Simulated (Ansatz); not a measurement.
The input, for Ansatz 0.2.0:

```yaml
crystal:
  periodic: [false, false, false]
  atoms:
    - {symbol: Sb, position_ang: [0.000000, -0.022918, 0.000000]}
    - {symbol: H, position_ang: [0.000000, 1.384271, -0.968958]}
    - {symbol: H, position_ang: [0.000000, 1.384284, 0.968938]}
basis:
  gaussian: {orbitals: def2-SVPD}
total_charge: 1
magnetization: {spin_polarized: true, initial_magnetization: 0}
hamiltonian: {pseudopotentials: {relativity: scalar}}
correlation: {method: bccd_t, electrons: outside_noble_gas}
output: {forces: true}
```

```sh
$ ansatz run in.yaml --threads 1 --pin off --events-out ev --progress --plain --max-ram 2393MiB
```

The program prints:

```
573 factors; integrals over basis functions are off by at most 4.3e-4 eV
mean field evaluation 1: about -6532.5401 eV, gradient 5.6e0 eV
mean field evaluation 2: about -6532.5512 eV, gradient 5.6e0 eV
mean field evaluation 4: about -6532.8487 eV, gradient 3.7e-1 eV
mean field evaluation 8: about -6532.8507 eV, gradient 2.0e-4 eV
mean field evaluation 16: about -6531.9813 eV, gradient 4.3e0 eV
mean field evaluation 32: about -6532.8507 eV, gradient 5.4e-7 eV
mean field evaluation 64: about -6530.6837 eV, gradient 5.2e-1 eV
mean field -6532.85067992 eV, -240.0778343620 hartree, gradient 5.4e-7 eV, S^2 0.000000; 4 other end points of the search recorded, 0 dependent functions left out
determinant -6532.85067992 eV, -240.0778343620 hartree, with singles and doubles -6535.86924386 eV, -240.1887645407 hartree
determinant -6530.69162892 eV, -239.9984907009 hartree, with singles and doubles -6533.20544251 eV, -240.0908716465 hartree
determinant -6530.55141585 eV, -239.9933379657 hartree, with singles and doubles -6533.28248202 eV, -240.0937027964 hartree
9 core orbitals not correlated: weight in the atoms' cores, before any rotation towards them, 1.000 or more for the frozen orbitals, at most 0.000 for the correlated occupied ones
reference -6532.85067992 eV, -240.0778343620 hartree; 3, 3 occupied and 36, 36 virtual orbitals, 573 factors
second order -2.30490864 eV of doubles, -0.00000000 eV of singles
cycle   1  -2.99873277 eV  change   -7.6e-2 eV  update   1.6e-2
cycle   2  -3.00270378 eV  change   -4.0e-3 eV  update   4.4e-3
cycle   3  -3.00397470 eV  change   -1.3e-3 eV  update   1.3e-3
cycle   4  -3.00471334 eV  change   -7.4e-4 eV  update   4.2e-4
cycle   5  -3.00488976 eV  change   -1.8e-4 eV  update   1.4e-4
cycle   6  -3.00492953 eV  change   -4.0e-5 eV  update   3.4e-5
cycle   7  -3.00493152 eV  change   -2.0e-6 eV  update   9.4e-6
cycle   8  -3.00493014 eV  change    1.4e-6 eV  update   3.0e-6
cycle   9  -3.00492938 eV  change    7.6e-7 eV  update   1.0e-6
cycle  10  -3.00492931 eV  change    6.0e-8 eV  update   4.1e-7
cycle  11  -3.00492935 eV  change   -3.2e-8 eV  update   1.7e-7
perturbative correction -0.06512001 eV, -0.0023931164 hartree
the calculation of the forces begins
Total energy: -6535.92072929 eV, -240.1906565951 hartree
Relativity: scalar
Atom 0 at     0.000000    -0.022918     0.000000 Å, force    -0.000000     0.407090    -0.000003 eV/Å
Atom 1 at     0.000000     1.384271    -0.968958 Å, force     0.000000    -0.203552    -1.009920 eV/Å
Atom 2 at     0.000000     1.384284     0.968938 Å, force    -0.000000    -0.203538     1.009923 eV/Å
Dipole moment:    -0.000000     0.024323    -0.000000 e Å
```

Forces (eV/Å):
```
Sb   0.000  0.407  0.000
H    0.000 -0.204 -1.010
H    0.000 -0.204  1.010
```

Ran on 1 thread of Intel Xeon, shared host: 17 s wall, 0.21 GiB peak host memory.
